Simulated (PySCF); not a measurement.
Species: C₃H₄N₂S.
Bonds: N1–C2, C2–C3 (aromatic), C3–S4 (aromatic), S4–C5 (aromatic), C5–N6 (aromatic), C2–N6 (aromatic). Hydrogens: H7, H8 on N1; H9 on C3; H10 on C5.

Computed with BHandHLYP/def2-SVP geometry optimisation, gas phase in PySCF 2.14.0.

**Question.** List the bond lengths and angles at this level.

**Answer.** 
```csv
bond,length (Å)
N1–C2,1.376
C2–C3,1.367
C3–S4,1.723
S4–C5,1.714
C5–N6,1.287
C2–N6,1.367
"N1–H7, N1–H8",1.005
C3–H9,1.079
C5–H10,1.084
```

Bonds in one row agree within 0.01 Å and their mean is given. A selection of angles:
```csv
angle,degrees
C2–N1–H7,113.5
C2–N1–H8,116.3
H7–N1–H8,113.6
N1–C2–C3,127.4
N1–C2–N6,117.7
C3–C2–N6,114.9
C2–C3–S4,109.5
C2–C3–H9,128.5
S4–C3–H9,122.0
C3–S4–C5,89.0
S4–C5–N6,115.4
S4–C5–H10,121.0
N6–C5–H10,123.6
C2–N6–C5,111.2
```

The 5-membered ring C2–C3–S4–C5–N6 has internal angles of 89.0° to 115.4° (sum 540°, against 540° for a flat polygon); it is planar, 0.00 Å rms from its mean plane, widest ring torsion 0°. N1 (aniline-type nitrogen) is pyramidal (angles 116.3°, 113.6° and 113.5°, sum 343.4°, 0.26 Å off the plane of its three neighbours). The 3 C–N bonds span 1.287 Å (C5–N6, aromatic) to 1.376 Å (N1–C2, drawn single), a spread of 0.089 Å. The 6 heavy atoms lie in one plane (0.013 Å rms).

Point group: near Cs, missed by 0.36 Å at most; the miss may be what the optimiser left on a soft mode. Stationary, but not proved a minimum.

On an Arm Neoverse V2 with one thread, shared host, this took 24 s of wall time and 0.55 GiB of memory at its peak. That covers the optimisation of the geometry.
